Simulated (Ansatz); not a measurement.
Body-centred tetragonal In, treated with r²SCAN-D4 (PAW; Ansatz, an electronic-structure program).

The input as run:

Ansatz 0.2 input:
```yaml
crystal:
  lattice:
    - [-1.6043250369, 1.6043250369, 2.462053142]
    - [1.6043250369, -1.6043250369, 2.462053142]
    - [1.6043250369, 1.6043250369, -2.462053142]
  atoms:
    - { symbol: In, position: [0.0, 0.0, 0.0] }
basis:
  ecutwfc: 560
  ecutrho_ratio: 4
  xc_grid: 3
kpoints:
  mp_grid: { grid: [24, 24, 24] }
hamiltonian:
  xc: r2scan
  dispersion: d4
  pseudopotentials: { kind: paw }
scf:
  occupations: { method: fermi_dirac, width: 0.05 }
output:
  forces: false
  stress: true
  eigenvalues: true
relax:
  f_tol: 0.004
  escape_saddle: false
  max_steps: 80
  cell: { stress_tol: 0.02, fix: [volume] }
```

From the output:

```
Relaxation: its limit of steps is 80 (relax.max_steps)
Crystal: 1 atoms, lattice volume = 25.348 Å³
Basis set: ecut = 560 eV, 773 PW (Γ), exchange–correlation on 81×81×81 points (27 copies of the dense FFT grid, shifted against one another)
Bands: 11, of which v1, the nominal top of the filled ones, is band 7 counted from 1 (6 counted from 0)
Symmetry: 16 space group operations
Space group: I4/mmm (ITA 139), of the structure as read, at distance tolerance 2.9e-5 Å
k-points: 1063 of 13824
Functional: x = r2scan, c = r2scan; τ floored in thin density (d = 2e-4 eV/Å³)
SCF iter   1: F=—  HF=-5611.931305 eV  |F-HF|=—  |Δ(HF+E_count)|=         —  Δρ=8.02e-3  dr2=8.61e-3  dr2_τ=1.54e-3
SCF iter   2: F=—  HF=-5611.936064 eV  |F-HF|=—  |Δ(HF+E_count)|=   4.76e-3  Δρ=3.58e-3  dr2=1.73e-3  dr2_τ=7.77e-5
  ...
SCF 1 converged in 6 iterations: F = -5611.936035 eV  dr2 = 3.21e-9
Crystal: 1 atoms, lattice volume = 25.348 Å³
Initial density: handed on by an earlier stage of this run
SCF 2 converged in 4 iterations: F = -5611.936037 eV  dr2 = 2.25e-11
Crystal: 1 atoms, lattice volume = 25.348 Å³
SCF iter   3: F=—  HF=-5611.936037 eV  |F-HF|=—  |Δ(HF+E_count)|=  3.64e-12  Δρ=1.03e-7  dr2=2.20e-12  dr2_τ=4.52e-14
SCF iter   4: F=-5611.936037 eV  HF=-5611.936037 eV  |F-HF|=9.09e-13  |Δ(HF+E_count)|=  9.09e-13  Δρ=4.01e-8  dr2=2.70e-13  dr2_τ=1.82e-14
SCF 3 converged in 4 iterations: F = -5611.936037 eV  dr2 = 2.70e-13
SCF converged after 4 iterations
Free energy (F): -5611.936037 eV
Internal energy: -5611.933308 eV  (E = F + TS)
E sigma→0 (E₀):  -5611.934672 eV
Fermi energy:    10.679792 eV
--- Forces (eV/Å), atoms counted from 1 ---
  atom   1  In     0.00000000     0.00000000     0.00000000
--- Stress (GPa, compression-positive) ---
        0.958069      -0.000000       0.000000
       -0.000000       0.958069       0.000000
       -0.000000       0.000000       0.930819
  P = ⅓ Tr σ = 0.9490 GPa (9.490 kbar)
```

The cell is one volume of an energy–volume scan, off the minimum.

The PAW data were made under PBE.
